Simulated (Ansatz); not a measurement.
C2H3NO (`C1=NCO1`). The species carries charge 0 and has multiplicity 1.

Cartesian coordinates in Å:
```
C 0.711 0.575 0.489
N 0.943 -0.299 -0.414
C -0.506 -0.468 -0.407
O -0.636 0.557 0.634
H 1.354 1.231 1.067
H -0.855 -1.436 -0.046
H -1.010 -0.158 -1.323
```

Task: List the harmonic frequencies (cm⁻¹, unscaled) at PBE0-D4/def2-TZVP in Ansatz. (An estimate is asked.)

Result: Computed: 481, 883, 955, 1002, 1013, 1074, 1112, 1137, 1251, 1348, 1487, 1664, 3096, 3169, 3213.

Task: Is this a minimum?

Result: Yes, all 15 modes are real.

Task: Give the ideal-gas thermochemistry at 298.15 K and 1 bar (rigid rotor, harmonic oscillator; point group Cs, symmetry number 1).

Result: Zero-point energy 136.9 kJ/mol; H(298) − E = 148.2 kJ/mol; entropy 259.8 J/(mol·K), of which translation 159.3, rotation 94.6, vibration 5.9; G(298) − E = 70.7 kJ/mol.

Task: Rotational constants (cm⁻¹)?

Result: 0.5468, 0.4938, 0.2734.
